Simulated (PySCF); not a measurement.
# FH3NO−, a complex of two parts: interaction energy

What interaction energy should one expect for `NO` with `[F-]`?

Computed with PySCF 2.14.0; each step states its level. No surroundings beyond the atoms listed, unless a continuum is named. Atoms count from 0, parts from 1.

## Step 1: Starting point

6 atoms, charge -1, multiplicity 1; geometry: GFN2-xTB. Parts: 1 = atoms 0–4, `NO`, charge 0; 2 = atom 5, `[F-]`, charge -1.

## Step 2: Geometry optimisation at PBE0-D3(BJ)/def2-TZVPD

Job settings and geometry (Å):

```
{"job": {"xc": "PBE0", "basis": "def2-TZVPD", "d3": "d3bj", "grid": 3, "kind": "geom", "shake": 0.01}, "charge": -1, "multiplicity": 1, "parts": [{"atoms": "0-4", "charge": 0, "multiplicity": 1}, {"atoms": "5-5", "charge": -1, "multiplicity": 1}]}
O      0.632622    -0.278535     0.075972
N     -0.423342     0.503474     0.693715
H      0.084797    -0.962741    -0.554543
H     -0.985582    -0.172273     1.164679
H     -0.989794     0.876745    -0.079530
F     -0.790570    -1.773608    -1.270446
```

The run is started by

```sh
> OMP_NUM_THREADS=1 python cluster_run.py task.json out
```

One launch serves the whole session: the jobs run in the order shown.

Output:

```text
step   0  E = -231.47885447  max force = 0.026521
step   1  E = -231.48025887  max force = 0.005623
step   2  E = -231.48080304  max force = 0.003801
step   3  E = -231.48094436  max force = 0.001244
step   4  E = -231.48097560  max force = 0.001329
step   5  E = -231.48098148  max force = 0.001038
step   6  E = -231.48098707  max force = 0.000254
optimisation converged
```

Wall time 58 s (1 thread of Arm Neoverse N1, shared host); peak memory 0.57 GiB.

Relaxation path:

```csv
step,energy from step 0 (eV),largest force component (eV/Å)
0,0.0000,1.3638
1,-0.0382,0.2891
2,-0.0530,0.1955
3,-0.0569,0.0640
4,-0.0577,0.0683
5,-0.0579,0.0534
6,-0.0580,0.0131
```

Distances of close pairs at the start and the end, largest changes first:

```csv
bond,before (Å),after (Å),change (Å)
O0–N1,1.452,1.414,-0.038
N1–H3,0.997,1.022,+0.025
O0–H2,1.080,1.065,-0.015
N1–H4,1.029,1.022,-0.007
```

The next job starts from the end point, and lists it.

```csv
at the end point,value
point group (found at 0.08 Å tolerance),Cs
"rotational constants (GHz, main isotopes)","32.163, 5.952, 5.154"
```

Contacts at the end point (a selection, picked against the atoms' radii; other short pairs can be missing):

```csv
atoms,distance (Å),kind (by distance and angle),angle (°)
H2···F5,1.35,hydrogen bond,172
```

Against the parts relaxed at this level the binding energy is -36.28 kcal/mol, without counterpoise.

## Step 3: Coupled-cluster interaction energy: CCSD(T) and MP2, 1.35 Å

Job settings and geometry (Å):

```
{"job": {"kind": "intercc", "basis": "aug-cc-pVDZ", "basis_mid": "aug-cc-pVTZ", "basis_large": "aug-cc-pVQZ"}, "charge": -1, "multiplicity": 1, "parts": [{"atoms": "0-4", "charge": 0, "multiplicity": 1}, {"atoms": "5-5", "charge": -1, "multiplicity": 1}]}
O      0.465337    -0.690727    -0.355834
N      0.190917     0.236757     0.675963
H     -0.497779    -0.945614    -0.731618
H     -0.487237    -0.224939     1.285316
H     -0.364441     0.975633     0.239677
F     -1.779455    -1.158352    -1.083414
```

Method: CCSD(T)/aug-cc-pVDZ and MP2/aug-cc-pVTZ, aug-cc-pVQZ counterpoise interaction energy, frozen core, gas phase.

Output:

```text
part 1, own basis, geometry of the cluster
final grid: 38320 points
cycle   1  E = -130.9767879730  dE = -5.920e-02  |g| = 4.743e-01  |ddm| = 3.597e+00
cycle   2  E = -131.0129455679  dE = -3.616e-02  |g| = 2.636e-01  |ddm| = 7.697e-01
cycle   3  E = -131.0239427391  dE = -1.100e-02  |g| = 5.263e-02  |ddm| = 2.979e-01
cycle   4  E = -131.0245727293  dE = -6.300e-04  |g| = 1.250e-02  |ddm| = 6.803e-02
cycle   5  E = -131.0246544847  dE = -8.176e-05  |g| = 3.364e-03  |ddm| = 2.511e-02
cycle   6  E = -131.0246645378  dE = -1.005e-05  |g| = 1.120e-03  |ddm| = 1.054e-02
cycle   7  E = -131.0246652916  dE = -7.538e-07  |g| = 4.301e-04  |ddm| = 2.939e-03
cycle   8  E = -131.0246653961  dE = -1.045e-07  |g| = 8.057e-05  |ddm| = 1.246e-03
cycle   9  E = -131.0246654009  dE = -4.887e-09  |g| = 1.892e-05  |ddm| = 2.555e-04
cycle  10  E = -131.0246654013  dE = -3.235e-10  |g| = 5.191e-06  |ddm| = 6.574e-05
converged SCF energy = -131.0246654013

part 2, own basis, geometry of the cluster
final grid: 11608 points
cycle   1  E = -99.3550202149  dE = -3.012e-01  |g| = 7.108e-01  |ddm| = 4.305e-01
cycle   2  E = -99.3870143101  dE = -3.199e-02  |g| = 6.851e-01  |ddm| = 1.184e+00
cycle   3  E = -99.4507233523  dE = -6.371e-02  |g| = 2.691e-02  |ddm| = 5.264e-01
cycle   4  E = -99.4507942677  dE = -7.092e-05  |g| = 6.384e-03  |ddm| = 2.470e-02
cycle   5  E = -99.4507998036  dE = -5.536e-06  |g| = 5.254e-04  |ddm| = 6.456e-03
cycle   6  E = -99.4507998830  dE = -7.943e-08  |g| = 6.349e-05  |ddm| = 1.107e-03
cycle   7  E = -99.4507998838  dE = -7.742e-10  |g| = 5.742e-06  |ddm| = 9.425e-05
converged SCF energy = -99.4507998838

part 1, own basis, relaxed alone
final grid: 38320 points
cycle   1  E = -130.9952158455  dE =  1.933e-02  |g| = 4.643e-01  |ddm| = 3.680e+00
cycle   2  E = -131.0293882636  dE = -3.417e-02  |g| = 2.443e-01  |ddm| = 7.695e-01
cycle   3  E = -131.0387003452  dE = -9.312e-03  |g| = 4.929e-02  |ddm| = 2.828e-01
cycle   4  E = -131.0392257377  dE = -5.254e-04  |g| = 1.062e-02  |ddm| = 6.331e-02
cycle   5  E = -131.0392820991  dE = -5.636e-05  |g| = 2.876e-03  |ddm| = 2.096e-02
cycle   6  E = -131.0392893927  dE = -7.294e-06  |g| = 9.484e-04  |ddm| = 8.914e-03
cycle   7  E = -131.0392900284  dE = -6.357e-07  |g| = 3.838e-04  |ddm| = 2.887e-03
cycle   8  E = -131.0392901079  dE = -7.951e-08  |g| = 8.389e-05  |ddm| = 1.088e-03
cycle   9  E = -131.0392901135  dE = -5.538e-09  |g| = 1.941e-05  |ddm| = 2.868e-04
cycle  10  E = -131.0392901138  dE = -3.542e-10  |g| = 4.892e-06  |ddm| = 7.252e-05
converged SCF energy = -131.0392901138

part 2, own basis, relaxed alone: E = -99.4507998838 (as before)

cluster
final grid: 5096 points
cycle   1  E = -230.5305281629  dE = -4.985e-02  |g| = 1.142e-01  |ddm| = 1.027e+00
cycle   2  E = -230.5363636987  dE = -5.836e-03  |g| = 6.008e-02  |ddm| = 2.377e-01
cycle   3  E = -230.5374874223  dE = -1.124e-03  |g| = 3.016e-02  |ddm| = 9.659e-02
cycle   4  E = -230.5379236116  dE = -4.362e-04  |g| = 5.977e-03  |ddm| = 7.665e-02
cycle   5  E = -230.5379464257  dE = -2.281e-05  |g| = 2.011e-03  |ddm| = 1.930e-02
cycle   6  E = -230.5379482831  dE = -1.857e-06  |g| = 8.153e-04  |ddm| = 5.012e-03
cycle   7  E = -230.5379485488  dE = -2.656e-07  |g| = 2.176e-04  |ddm| = 1.908e-03
cycle   8  E = -230.5379485824  dE = -3.366e-08  |g| = 6.853e-05  |ddm| = 7.573e-04
cycle   9  E = -230.5379485847  dE = -2.288e-09  |g| = 2.522e-05  |ddm| = 1.855e-04
cycle  10  E = -230.5379485851  dE = -3.638e-10  |g| = 8.654e-06  |ddm| = 7.415e-05
converged SCF energy = -230.5379485851

part 1 in the basis of the cluster
final grid: 5096 points
cycle   1  E = -131.0247299305  dE = -6.338e-05  |g| = 1.549e-03  |ddm| = 3.159e-01
cycle   2  E = -131.0247305924  dE = -6.618e-07  |g| = 1.760e-04  |ddm| = 3.302e-02
cycle   3  E = -131.0247306032  dE = -1.084e-08  |g| = 1.937e-05  |ddm| = 4.421e-03
cycle   4  E = -131.0247306033  dE = -8.657e-11  |g| = 1.174e-05  |ddm| = 1.654e-04
converged SCF energy = -131.0247306033

part 2 in the basis of the cluster
final grid: 5096 points
cycle   1  E = -99.4509349986  dE = -1.312e-04  |g| = 2.565e-03  |ddm| = 2.235e-01
cycle   2  E = -99.4509367071  dE = -1.709e-06  |g| = 3.238e-04  |ddm| = 3.322e-02
cycle   3  E = -99.4509367618  dE = -5.465e-08  |g| = 4.513e-05  |ddm| = 6.888e-03
cycle   4  E = -99.4509367635  dE = -1.770e-09  |g| = 2.576e-05  |ddm| = 8.031e-04
cycle   5  E = -99.4509367637  dE = -2.076e-10  |g| = 6.893e-06  |ddm| = 1.458e-04
converged SCF energy = -99.4509367637

Interaction energy (kcal/mol)
  counterpoise      -39.929
  uncorrected       -41.239
  dispersion part     0.000
  deformation         5.400
  binding           -34.528

Decomposition of the uncorrected value (kcal/mol)
  electrostatic     -57.290
  Pauli              54.021
  orbital           -35.937
  dispersion          0.000
  correlation        -2.033

Charge of each part in the cluster: -0.109 -0.891
part 1, own basis, geometry of the cluster
final grid: 38320 points
cycle   1  E = -130.9847892393  dE = -6.027e-02  |g| = 4.831e-01  |ddm| = 3.727e+00
cycle   2  E = -131.0211203924  dE = -3.633e-02  |g| = 2.661e-01  |ddm| = 7.168e-01
cycle   3  E = -131.0322310845  dE = -1.111e-02  |g| = 5.407e-02  |ddm| = 2.923e-01
cycle   4  E = -131.0328791872  dE = -6.481e-04  |g| = 1.283e-02  |ddm| = 6.482e-02
cycle   5  E = -131.0329627555  dE = -8.357e-05  |g| = 3.427e-03  |ddm| = 2.486e-02
cycle   6  E = -131.0329730524  dE = -1.030e-05  |g| = 1.134e-03  |ddm| = 1.015e-02
cycle   7  E = -131.0329738565  dE = -8.041e-07  |g| = 4.464e-04  |ddm| = 2.943e-03
cycle   8  E = -131.0329739585  dE = -1.020e-07  |g| = 8.555e-05  |ddm| = 1.155e-03
cycle   9  E = -131.0329739638  dE = -5.349e-09  |g| = 2.020e-05  |ddm| = 2.551e-04
cycle  10  E = -131.0329739642  dE = -3.600e-10  |g| = 5.486e-06  |ddm| = 6.375e-05
converged SCF energy = -131.0329739642

part 2, own basis, geometry of the cluster
final grid: 11608 points
cycle   1  E = -99.3610450540  dE = -3.002e-01  |g| = 7.112e-01  |ddm| = 4.477e-01
cycle   2  E = -99.3928414815  dE = -3.180e-02  |g| = 6.900e-01  |ddm| = 1.136e+00
cycle   3  E = -99.4573742496  dE = -6.453e-02  |g| = 2.777e-02  |ddm| = 5.164e-01
cycle   4  E = -99.4574472301  dE = -7.298e-05  |g| = 6.603e-03  |ddm| = 2.254e-02
cycle   5  E = -99.4574528073  dE = -5.577e-06  |g| = 4.413e-04  |ddm| = 5.650e-03
cycle   6  E = -99.4574528702  dE = -6.281e-08  |g| = 8.745e-05  |ddm| = 9.236e-04
cycle   7  E = -99.4574528722  dE = -2.029e-09  |g| = 6.143e-06  |ddm| = 1.856e-04
cycle   8  E = -99.4574528722  dE = -8.399e-12  |g| = 3.541e-07  |ddm| = 1.060e-05
converged SCF energy = -99.4574528722

part 1, own basis, relaxed alone
final grid: 38320 points
cycle   1  E = -131.0034625284  dE =  1.810e-02  |g| = 4.730e-01  |ddm| = 3.813e+00
cycle   2  E = -131.0378059191  dE = -3.434e-02  |g| = 2.468e-01  |ddm| = 7.046e-01
cycle   3  E = -131.0472194440  dE = -9.414e-03  |g| = 5.058e-02  |ddm| = 2.771e-01
cycle   4  E = -131.0477595667  dE = -5.401e-04  |g| = 1.092e-02  |ddm| = 6.112e-02
cycle   5  E = -131.0478172803  dE = -5.771e-05  |g| = 2.937e-03  |ddm| = 2.071e-02
cycle   6  E = -131.0478247394  dE = -7.459e-06  |g| = 9.738e-04  |ddm| = 8.376e-03
cycle   7  E = -131.0478254298  dE = -6.904e-07  |g| = 3.825e-04  |ddm| = 2.837e-03
cycle   8  E = -131.0478255022  dE = -7.237e-08  |g| = 8.904e-05  |ddm| = 9.451e-04
cycle   9  E = -131.0478255082  dE = -6.018e-09  |g| = 2.076e-05  |ddm| = 2.810e-04
cycle  10  E = -131.0478255086  dE = -3.971e-10  |g| = 5.130e-06  |ddm| = 7.051e-05
converged SCF energy = -131.0478255086

part 2, own basis, relaxed alone: E = -99.4574528722 (as before)

cluster
final grid: 5096 points
cycle   1  E = -230.5453866256  dE = -5.008e-02  |g| = 1.148e-01  |ddm| = 1.067e+00
cycle   2  E = -230.5512719700  dE = -5.885e-03  |g| = 6.093e-02  |ddm| = 2.200e-01
cycle   3  E = -230.5524064486  dE = -1.134e-03  |g| = 3.047e-02  |ddm| = 9.122e-02
cycle   4  E = -230.5528514087  dE = -4.450e-04  |g| = 6.084e-03  |ddm| = 7.423e-02
cycle   5  E = -230.5528744533  dE = -2.304e-05  |g| = 2.048e-03  |ddm| = 1.772e-02
cycle   6  E = -230.5528764034  dE = -1.950e-06  |g| = 8.409e-04  |ddm| = 4.771e-03
cycle   7  E = -230.5528766806  dE = -2.773e-07  |g| = 2.232e-04  |ddm| = 1.974e-03
cycle   8  E = -230.5528767157  dE = -3.510e-08  |g| = 7.021e-05  |ddm| = 8.868e-04
cycle   9  E = -230.5528767181  dE = -2.416e-09  |g| = 2.571e-05  |ddm| = 2.000e-04
cycle  10  E = -230.5528767185  dE = -3.695e-10  |g| = 8.906e-06  |ddm| = 7.373e-05
converged SCF energy = -230.5528767185

part 1 in the basis of the cluster
final grid: 5096 points
cycle   1  E = -131.0329907619  dE = -1.576e-05  |g| = 6.812e-04  |ddm| = 2.799e-01
cycle   2  E = -131.0329908931  dE = -1.313e-07  |g| = 7.028e-05  |ddm| = 2.563e-02
cycle   3  E = -131.0329908951  dE = -1.975e-09  |g| = 4.477e-06  |ddm| = 3.039e-03
cycle   4  E = -131.0329908951  dE = -1.177e-11  |g| = 9.806e-07  |ddm| = 1.305e-04
converged SCF energy = -131.0329908951

part 2 in the basis of the cluster
final grid: 5096 points
cycle   1  E = -99.4575000295  dE = -4.280e-05  |g| = 1.335e-03  |ddm| = 2.194e-01
cycle   2  E = -99.4575005341  dE = -5.045e-07  |g| = 1.615e-04  |ddm| = 2.721e-02
cycle   3  E = -99.4575005541  dE = -2.005e-08  |g| = 4.528e-05  |ddm| = 5.317e-03
cycle   4  E = -99.4575005550  dE = -8.973e-10  |g| = 2.027e-05  |ddm| = 5.799e-04
converged SCF energy = -99.4575005550

Interaction energy (kcal/mol)
  counterpoise      -40.490
  uncorrected       -41.347
  dispersion part     0.000
  deformation         5.672
  binding           -34.818

Decomposition of the uncorrected value (kcal/mol)
  electrostatic     -57.133
  Pauli              54.075
  orbital           -36.126
  dispersion          0.000
  correlation        -2.163

Charge of each part in the cluster: -0.109 -0.891
part 1 in the basis of the cluster: E(HF) = -130.993582780  E2 = -0.397993964  E(CCSD corr) = -0.415421567  (T) = -0.012691512
part 2 in the basis of the cluster: E(HF) = -99.428530147  E2 = -0.239689847  E(CCSD corr) = -0.236378589  (T) = -0.006450332
cluster: E(HF) = -230.483191740  E2 = -0.637092340  E(CCSD corr) = -0.650646001  (T) = -0.019455420

Counterpoise interaction energy (kcal/mol)
  hf_small                 -38.328
  mp2_small                -37.956
  ccsd_small               -37.603
  ccsdt_small              -37.800
  hf_large                 -39.147
  mp2_large                -40.490
  hf_middle                -39.082
  mp2_middle               -39.928
  scs_mp2_large            -38.979
  mp2_limit                -40.852
  ccsdt_less_mp2             0.156
  ccsdt_limit_estimate     -40.695
  bsse_mp2_large             0.858
```

It took 2.6 min on 1 thread of Arm Neoverse N1, shared host; peak memory 1 GiB.

Contacts at this geometry (a selection, picked against the atoms' radii; other short pairs can be missing):

```csv
atoms,distance (Å),kind (by distance and angle),angle (°)
H2···F5,1.35,hydrogen bond,172
```

Differences are taken before rounding.

```csv
method,interaction energy (kcal/mol),"from CCSD(T), limit estimate (kcal/mol)"
HF/aug-cc-pVDZ,-38.33,+2.37
MP2/aug-cc-pVDZ,-37.96,+2.74
CCSD/aug-cc-pVDZ,-37.60,+3.09
CCSD(T)/aug-cc-pVDZ,-37.80,+2.90
HF/aug-cc-pVQZ,-39.15,+1.55
MP2/aug-cc-pVQZ,-40.49,+0.21
SCS-MP2/aug-cc-pVQZ,-38.98,+1.72
"MP2, extrapolated",-40.85,-0.16
"CCSD(T), limit estimate",-40.70,0
```

These energies keep the parts at their geometry in the cluster; deforming them to it costs 5.67 kcal/mol (MP2).

## Step 4: Coupled-cluster interaction energy: CCSD(T) and MP2, 1.41 Å

Settings changed since step 3:

```diff
@@ -6,2 +6,2 @@
 H     -0.364441     0.975633     0.239677
-F     -1.779455    -1.158352    -1.083414
+F     -1.843539    -1.168989    -1.101004
```

Level: CCSD(T)/aug-cc-pVDZ and MP2/aug-cc-pVTZ, aug-cc-pVQZ counterpoise interaction energy, frozen core, gas phase.

Output:

```text
part 1, own basis, geometry of the cluster: E = -131.0246654013 (as before)

part 2, own basis, geometry of the cluster: E = -99.4507998838 (as before)

part 1, own basis, relaxed alone: E = -131.0392901138 (as before)

part 2, own basis, relaxed alone: E = -99.4507998838 (as before)

cluster
final grid: 5096 points
cycle   1  E = -230.5312720928  dE = -4.170e-02  |g| = 1.040e-01  |ddm| = 8.980e-01
cycle   2  E = -230.5361985288  dE = -4.926e-03  |g| = 5.503e-02  |ddm| = 2.134e-01
cycle   3  E = -230.5371548922  dE = -9.564e-04  |g| = 2.774e-02  |ddm| = 8.722e-02
cycle   4  E = -230.5375355260  dE = -3.806e-04  |g| = 5.736e-03  |ddm| = 7.050e-02
cycle   5  E = -230.5375562935  dE = -2.077e-05  |g| = 1.946e-03  |ddm| = 1.780e-02
cycle   6  E = -230.5375580944  dE = -1.801e-06  |g| = 7.534e-04  |ddm| = 5.021e-03
cycle   7  E = -230.5375583262  dE = -2.319e-07  |g| = 2.072e-04  |ddm| = 1.787e-03
cycle   8  E = -230.5375583554  dE = -2.915e-08  |g| = 7.301e-05  |ddm| = 7.016e-04
cycle   9  E = -230.5375583576  dE = -2.227e-09  |g| = 2.355e-05  |ddm| = 1.737e-04
cycle  10  E = -230.5375583580  dE = -3.455e-10  |g| = 7.754e-06  |ddm| = 7.497e-05
converged SCF energy = -230.5375583580

part 1 in the basis of the cluster
final grid: 5096 points
cycle   1  E = -131.0247254539  dE = -5.906e-05  |g| = 1.478e-03  |ddm| = 2.863e-01
cycle   2  E = -131.0247260708  dE = -6.170e-07  |g| = 1.681e-04  |ddm| = 3.016e-02
cycle   3  E = -131.0247260810  dE = -1.013e-08  |g| = 1.848e-05  |ddm| = 4.080e-03
cycle   4  E = -131.0247260810  dE = -7.947e-11  |g| = 1.123e-05  |ddm| = 1.578e-04
converged SCF energy = -131.0247260810

part 2 in the basis of the cluster
final grid: 5096 points
cycle   1  E = -99.4509248654  dE = -1.212e-04  |g| = 2.486e-03  |ddm| = 1.952e-01
cycle   2  E = -99.4509264643  dE = -1.599e-06  |g| = 3.132e-04  |ddm| = 3.080e-02
cycle   3  E = -99.4509265171  dE = -5.278e-08  |g| = 4.756e-05  |ddm| = 6.569e-03
cycle   4  E = -99.4509265188  dE = -1.726e-09  |g| = 2.826e-05  |ddm| = 7.847e-04
cycle   5  E = -99.4509265190  dE = -2.383e-10  |g| = 6.153e-06  |ddm| = 1.739e-04
converged SCF energy = -99.4509265190

Interaction energy (kcal/mol)
  counterpoise      -39.819
  uncorrected       -40.985
  dispersion part     0.000
  deformation         5.400
  binding           -34.418

Decomposition of the uncorrected value (kcal/mol)
  electrostatic     -51.842
  Pauli              42.992
  orbital           -30.111
  dispersion          0.000
  correlation        -2.024

Charge of each part in the cluster: -0.098 -0.902
part 1, own basis, geometry of the cluster: E = -131.0329739642 (as before)

part 2, own basis, geometry of the cluster: E = -99.4574528722 (as before)

part 1, own basis, relaxed alone: E = -131.0478255086 (as before)

part 2, own basis, relaxed alone: E = -99.4574528722 (as before)

cluster
final grid: 5096 points
cycle   1  E = -230.5461433748  dE = -4.201e-02  |g| = 1.047e-01  |ddm| = 9.343e-01
cycle   2  E = -230.5511180282  dE = -4.975e-03  |g| = 5.580e-02  |ddm| = 1.999e-01
cycle   3  E = -230.5520843519  dE = -9.663e-04  |g| = 2.804e-02  |ddm| = 8.306e-02
cycle   4  E = -230.5524723219  dE = -3.880e-04  |g| = 5.851e-03  |ddm| = 6.859e-02
cycle   5  E = -230.5524934022  dE = -2.108e-05  |g| = 1.978e-03  |ddm| = 1.655e-02
cycle   6  E = -230.5524952797  dE = -1.877e-06  |g| = 7.762e-04  |ddm| = 4.721e-03
cycle   7  E = -230.5524955221  dE = -2.424e-07  |g| = 2.124e-04  |ddm| = 1.859e-03
cycle   8  E = -230.5524955525  dE = -3.039e-08  |g| = 7.445e-05  |ddm| = 8.231e-04
cycle   9  E = -230.5524955549  dE = -2.334e-09  |g| = 2.418e-05  |ddm| = 1.899e-04
cycle  10  E = -230.5524955552  dE = -3.538e-10  |g| = 7.988e-06  |ddm| = 7.431e-05
converged SCF energy = -230.5524955552

part 1 in the basis of the cluster
final grid: 5096 points
cycle   1  E = -131.0329895463  dE = -1.461e-05  |g| = 6.542e-04  |ddm| = 2.557e-01
cycle   2  E = -131.0329896710  dE = -1.247e-07  |g| = 6.806e-05  |ddm| = 2.335e-02
cycle   3  E = -131.0329896729  dE = -1.874e-09  |g| = 4.272e-06  |ddm| = 2.765e-03
cycle   4  E = -131.0329896729  dE = -1.197e-11  |g| = 1.052e-06  |ddm| = 1.160e-04
converged SCF energy = -131.0329896729

part 2 in the basis of the cluster
final grid: 5096 points
cycle   1  E = -99.4574979896  dE = -4.087e-05  |g| = 1.314e-03  |ddm| = 1.900e-01
cycle   2  E = -99.4574984739  dE = -4.843e-07  |g| = 1.575e-04  |ddm| = 2.493e-02
cycle   3  E = -99.4574984933  dE = -1.944e-08  |g| = 4.423e-05  |ddm| = 4.991e-03
cycle   4  E = -99.4574984942  dE = -8.811e-10  |g| = 1.999e-05  |ddm| = 5.683e-04
converged SCF energy = -99.4574984942

Interaction energy (kcal/mol)
  counterpoise      -40.321
  uncorrected       -41.086
  dispersion part     0.000
  deformation         5.672
  binding           -34.650

Decomposition of the uncorrected value (kcal/mol)
  electrostatic     -51.637
  Pauli              43.041
  orbital           -30.349
  dispersion          0.000
  correlation        -2.140

Charge of each part in the cluster: -0.098 -0.902
part 1 in the basis of the cluster: E(HF) = -130.993575439  E2 = -0.397912091  E(CCSD corr) = -0.415345601  (T) = -0.012683824
part 2 in the basis of the cluster: E(HF) = -99.428519792  E2 = -0.239480983  E(CCSD corr) = -0.236174774  (T) = -0.006422221
cluster: E(HF) = -230.483108505  E2 = -0.637222651  E(CCSD corr) = -0.650756598  (T) = -0.019478600

Counterpoise interaction energy (kcal/mol)
  hf_small                 -38.286
  mp2_small                -38.179
  ccsd_small               -37.807
  ccsdt_small              -38.041
  hf_large                 -38.910
  mp2_large                -40.321
  hf_middle                -38.846
  mp2_middle               -39.819
  scs_mp2_large            -38.931
  mp2_limit                -40.642
  ccsdt_less_mp2             0.139
  ccsdt_limit_estimate     -40.503
  bsse_mp2_large             0.764
```

Wall time 2.4 min (1 thread of Arm Neoverse N1, shared host); peak memory 1.1 GiB.

Contacts at this geometry (a selection, picked against the atoms' radii; other short pairs can be missing):

```csv
atoms,distance (Å),kind (by distance and angle),angle (°)
H2···F5,1.41,hydrogen bond,172
```

Differences are taken before rounding.

```csv
method,interaction energy (kcal/mol),"from CCSD(T), limit estimate (kcal/mol)"
HF/aug-cc-pVDZ,-38.29,+2.22
MP2/aug-cc-pVDZ,-38.18,+2.32
CCSD/aug-cc-pVDZ,-37.81,+2.70
CCSD(T)/aug-cc-pVDZ,-38.04,+2.46
HF/aug-cc-pVQZ,-38.91,+1.59
MP2/aug-cc-pVQZ,-40.32,+0.18
SCS-MP2/aug-cc-pVQZ,-38.93,+1.57
"MP2, extrapolated",-40.64,-0.14
"CCSD(T), limit estimate",-40.50,0
```

These energies keep the parts at their geometry in the cluster; deforming them to it costs 5.67 kcal/mol (MP2).

(Part 1 of 3 ends here.)
